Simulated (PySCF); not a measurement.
## Converging OH⁺ in the basis (CCSD(T))

PySCF, UHF reference; triplet, unpaired electrons π ↑↑; De to H⁺ + O without counterpoise correction. Frozen cores follow the default of each basis and core potential.

```tsv
basis	relativity	functions	Re (Å)	ωe (cm⁻¹)	De (eV)	frozen orbitals
def2-SVP	no relativity	19	1.036	3160	5.42	1
def2-SVPD	no relativity	31	1.035	3109	5.24	1
aug-pcseg-1	no relativity	32	1.037	3061	5.22	1
def2-TZVPPD	no relativity	57	1.030	3113	5.27	1
```

(1) How does each smaller set differ from the one with most functions, def2-TZVPPD?

Correlated steps freeze 1 core orbital. Correlated levels converge slowly with the basis: in double zeta they bind strong bonds too weakly, by up to about 1 eV, and carry superposition errors of some tenths. For an ion De counts to the pair picked by the measured ionisation energies or electron affinities, which need not be the lowest pair at this level. The state is the lowest determinant that a PBE0 search found; another state may lie lower at other levels.

## Answers

(1) def2-SVP: +0.6 pm, +1.5 % in ωe, +0.15 eV in De; def2-SVPD: +0.5 pm, -0.1 % in ωe, -0.03 eV in De; aug-pcseg-1: +0.7 pm, -1.7 % in ωe, -0.05 eV in De. All at CCSD(T); the set with most functions is neither the basis-set limit nor always the best.
